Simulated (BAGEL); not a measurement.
# singlet PO+ at 6 levels

Aim: a comparison of 6 runs (HF/6-31G*, B3LYP/6-31G*, B3LYP/cc-pVTZ, PBE0/cc-pVTZ, CASPT2(10,8)/cc-pVTZ, RI-MP2/cc-pVTZ) of singlet PO+. 

The calculation is run with BAGEL 1.2.2.

2 further runs of the same task are left out: 2 set aside as unsound or not needed.

### Step 1. The molecule

The species is PO+ (2 atoms), meant as a singlet with charge +1. SMILES of the parent species: `O=[P]`. Geometry: relaxed at PBE0-D4/def2-TZVP. That shape belongs to the parent species and isn't relaxed for this state.

Bond lengths: O1–P2 1.474 Å.

### Step 2. The energy at HF/6-31G(d) (density fitting with cc-pvqz-jkfit, spherical functions) (run 1)

Contents of calc.json:

```json
{ "bagel" : [

{
  "title" : "molecule",
  "basis" : "6-31gs.json",
  "df_basis" : "cc-pvqz-jkfit",
  "angstrom" : true,
  "geometry" : [
    { "atom" : "O", "xyz" : [       0.000000,       0.000000,      -0.009450 ] },
    { "atom" : "P", "xyz" : [       0.000000,       0.000000,       1.464540 ] }
  ]
},

{
  "title" : "hf",
  "charge" : 1
},

{
  "title" : "print",
  "file" : "orbitals.molden",
  "orbitals" : true
}

]}
```

The basis set 6-31G* is read from a file made from the Basis Set Exchange's data (not shown).

Command:

```bash
BAGEL_NUM_THREADS=1 BAGEL calc.json > calc.out
```

The program printed:

```text
* using 1 threads per process

  ===============================================================
  ===============================================================

  *** Geometry ***

  { "atom" : "O", "xyz" : [      0.000000,      0.000000,     -0.017858 ] },
  { "atom" : "P", "xyz" : [      0.000000,      0.000000,      2.767579 ] },

  Number of auxiliary basis functions:      254

  Since a DF basis is specified, we compute 2- and 3-index integrals:
    o Being stored without compression. Storage requirement is 0.002 GB

  Number of basis functions:       32
  Number of electrons      :       23

    * METHOD: MOLECULE                             0.04

  *** RHF ***

  === Nuclear Repulsion ===
    43.0812049474

      * DIIS with orbital gradients will be used.

  === RHF iteration (6-31gs.json) ===
      0       -415.01457011          0.05073723           0.00
      1       -414.85928969          0.07368314           0.00
      2       -415.24261243          0.00227121           0.00
      3       -415.24355038          0.00064736           0.00
      4       -415.24361863          0.00014651           0.00
      5       -415.24362068          0.00001401           0.00
      6       -415.24362072          0.00000505           0.00
      7       -415.24362073          0.00000187           0.00
      8       -415.24362073          0.00000057           0.00
      9       -415.24362073          0.00000014           0.00
     10       -415.24362073          0.00000001           0.00
    * SCF iteration converged.

    * Permanent dipole moment:
           (   -0.000000,     0.000000,    -1.642907) a.u.

    * METHOD: HF                                   0.08

    * METHOD: PRINT                                0.00

  ===============================================================
```

It took 0.24 s on 1 thread of Arm Neoverse V1, shared host.

### Step 3. The energy at B3LYP/6-31G(d) (density fitting with cc-pvqz-jkfit, spherical functions) (run 2)

Contents of calc.json:

```json
{ "bagel" : [

{
  "title" : "molecule",
  "basis" : "6-31gs.json",
  "df_basis" : "cc-pvqz-jkfit",
  "angstrom" : true,
  "geometry" : [
    { "atom" : "O", "xyz" : [    0.000000,    0.000000,   -0.009450 ] },
    { "atom" : "P", "xyz" : [    0.000000,    0.000000,    1.464540 ] }
  ]
},
{ "title" : "ks", "xc_func" : "b3lyp", "charge" : 1 },
{ "title" : "print", "file" : "orbitals.molden", "orbitals" : true }

]}
```

The basis set 6-31G* is read from a file made from the Basis Set Exchange's data (not shown).

Command:

```bash
BAGEL_NUM_THREADS=1 BAGEL calc.json > calc.out
```

The program printed:

```text
* using 1 threads per process

  ===============================================================
  ===============================================================

  *** Geometry ***

  { "atom" : "O", "xyz" : [      0.000000,      0.000000,     -0.017858 ] },
  { "atom" : "P", "xyz" : [      0.000000,      0.000000,      2.767579 ] },

  Number of auxiliary basis functions:      254

  Since a DF basis is specified, we compute 2- and 3-index integrals:
    o Being stored without compression. Storage requirement is 0.002 GB

  Number of basis functions:       32
  Number of electrons      :       23

    * METHOD: MOLECULE                             0.04

  *** Kohn-Sham DFT ***

    * Removing 1881 points whose weight is below 1.00e-10
    * Grid points: 27931

  === Nuclear Repulsion ===
    43.0812049474

       - DIIS with orbital gradients will be used.

  === KS iteration (b3lyp / 6-31gs.json) ===
      0       -406.44864913          0.19216431           0.03
      1       -399.39950553          0.25726221           0.03
      2       -405.67118066          0.19404750           0.02
      3       -415.41480467          0.10331350           0.02
      4       -416.19654575          0.01582332           0.03
      5       -416.20811419          0.01086371           0.03
      6       -416.20945594          0.00970131           0.02
      7       -416.21524123          0.00344108           0.03
      8       -416.21602299          0.00032972           0.03
      9       -416.21602999          0.00004377           0.03
     10       -416.21603016          0.00000353           0.03
     11       -416.21603016          0.00000042           0.03
     12       -416.21603016          0.00000001           0.02
     13       -416.21603016          0.00000001           0.03
    * SCF iteration converged.

    * Permanent dipole moment:
           (   -0.000000,     0.000000,    -1.319604) a.u.

    * METHOD: KS                                   0.42

    * METHOD: PRINT                                0.00

  ===============================================================
```

It took 0.58 s on 1 thread of Arm Neoverse V1, shared host.

Runs 3 to 5 aren't shown in full; the table further down has their settings and results.

### Step 4. The energy at RI-MP2/cc-pVTZ (density fitting with cc-pvqz-jkfit) (run 6)

Contents of mp2.json:

```json
{ "bagel" : [

{
  "title" : "molecule",
  "basis" : "cc-pvtz.json",
  "df_basis" : "cc-pvqz-jkfit",
  "angstrom" : true,
  "geometry" : [
    { "atom" : "O", "xyz" : [    0.000000,    0.000000,   -0.009450 ] },
    { "atom" : "P", "xyz" : [    0.000000,    0.000000,    1.464540 ] }
  ]
},
{ "title" : "hf", "charge" : 1 },
{ "title" : "mp2", "charge" : 1, "ncore" : 6 }

]}
```

The basis set cc-pVTZ is read from a file made from the Basis Set Exchange's data (not shown).

Command:

```bash
BAGEL_NUM_THREADS=1 BAGEL mp2.json > mp2.out
```

The program printed:

```text
* using 1 threads per process

  ===============================================================
  ===============================================================

  *** Geometry ***

  { "atom" : "O", "xyz" : [      0.000000,      0.000000,     -0.017858 ] },
  { "atom" : "P", "xyz" : [      0.000000,      0.000000,      2.767579 ] },

  Number of auxiliary basis functions:      254

  Since a DF basis is specified, we compute 2- and 3-index integrals:
    o Being stored without compression. Storage requirement is 0.008 GB

  Number of basis functions:       64
  Number of electrons      :       23

    * METHOD: MOLECULE                             0.05

  *** RHF ***

  === Nuclear Repulsion ===
    43.0812049474

      * DIIS with orbital gradients will be used.

  === RHF iteration (cc-pvtz.json) ===
      0       -415.08409218          0.03383334           0.01
      1       -414.93177442          0.05112602           0.01
      2       -415.30965241          0.00236963           0.01
      3       -415.31121218          0.00057803           0.01
      4       -415.31130583          0.00013409           0.01
      5       -415.31130962          0.00000953           0.01
      6       -415.31130965          0.00000436           0.01
      7       -415.31130966          0.00000057           0.01
      8       -415.31130966          0.00000022           0.01
      9       -415.31130966          0.00000007           0.01
     10       -415.31130966          0.00000001           0.01
     11       -415.31130966          0.00000000           0.01
    * SCF iteration converged.

    * Permanent dipole moment:
           (   -0.000000,     0.000000,    -1.669681) a.u.

    * METHOD: HF                                   0.17

  *** RHF ***

  === Nuclear Repulsion ===
    43.0812049474

      * DIIS with orbital gradients will be used.

  === RHF iteration (cc-pvtz.json) ===
      0       -415.31130966          0.00000000           0.01
    * SCF iteration converged.

    * Permanent dipole moment:
           (   -0.000000,     0.000000,    -1.669681) a.u.

  === DF-MP2 calculation ===

    * freezing 6 orbitals
    * 3-index integral transformation done
    * assembly done

      MP2 correlation energy:   -0.3692805414      0.00

      MP2 total energy:       -415.6805901985

    * METHOD: MP2                                  0.03

  ===============================================================
```

It took 0.36 s on 1 thread of Arm Neoverse V1, shared host.

### Step 5. The series

```
run                                                                   level  iteration cap  active rule  energy (Eh)  HOMO energy (eV)  LUMO energy (eV)  HOMO–LUMO gap (eV)  wall time
  1     HF/6-31G* (density fitting with cc-pvqz-jkfit, spherical functions)              –            –  -415.243621            -22.95             -7.60               15.35     0.24 s
  2  B3LYP/6-31G* (density fitting with cc-pvqz-jkfit, spherical functions)              –            –  -416.216030            -19.25            -11.67                7.59     0.58 s
  3                      B3LYP/cc-pVTZ (density fitting with cc-pvqz-jkfit)              –            –  -416.285883            -19.24            -11.72                7.52      1.1 s
  4                       PBE0/cc-pVTZ (density fitting with cc-pvqz-jkfit)              –            –  -416.053229            -19.52            -11.48                8.04        1 s
  5               CASPT2(10,8)/cc-pVTZ (density fitting with cc-pvqz-jkfit)            200      valence  -415.671702                 –                 –                   –      4.5 s
  6                     RI-MP2/cc-pVTZ (density fitting with cc-pvqz-jkfit)              –            –  -415.680590                 –                 –                   –     0.36 s
```

### Step 6. Outcome

| quantity | value |
| --- | --- |
| run 6: total energy | -415.68059 Eh |
| run 6: correlation energy (6 core orbitals frozen) | -369.3 mEh |

**Reading.** Over runs 1, 2, 3, 4 the HOMO–LUMO gap runs from 7.52 eV (B3LYP/cc-pVTZ) to 15.35 eV (HF/6-31G*). The two ends differ in method and basis. Totals of different functionals can't be ranked against each other. All runs together took 7.8 s, the longest 4.5 s.
